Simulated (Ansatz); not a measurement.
System: C₂H₆NO, charge 1, singlet. C2H6NO+ (SMILES [NH3+]C(C)=O).
B3LYP-D3(BJ)/def2-TZVP minimum from Ansatz (a program for electronic structure):
```
C
O 1 1.1659
C 1 1.4793 2 134.22
H 3 1.0875 1 108.72 2 4.74
H 3 1.0925 4 110.14 1 -121.43
H 3 1.0938 4 109.55 5 -118.57
N 1 1.6398 2 113.98 3 179.99
H 7 1.0229 1 112.81 2 131.39
H 7 1.0236 8 109.40 1 119.07
H 7 1.0237 8 108.21 9 118.15
```
Charge +1, spin multiplicity 1.

Total energies in cc-pVDZ, 24 correlated electrons, 4 frozen orbitals. Open shells are spin-unrestricted; no spin-orbit coupling. Cores are frozen in correlated methods. No relativity.

```csv
method,program,energy (Eh),minus CCSDT(Q) (mEh)
HF,Ansatz,-208.31696,686.53
MP2,Ansatz,-208.94588,57.61
CCSD,Ansatz,-208.98004,23.44
CCSD(T),Ansatz,-209.00091,2.58
CCSDT(Q),Ansatz,-209.00349,0.00
```

Rough core times of Ansatz's runs on a shared machine: CCSD(T) under 20 s, CCSDT(Q) 50 min.
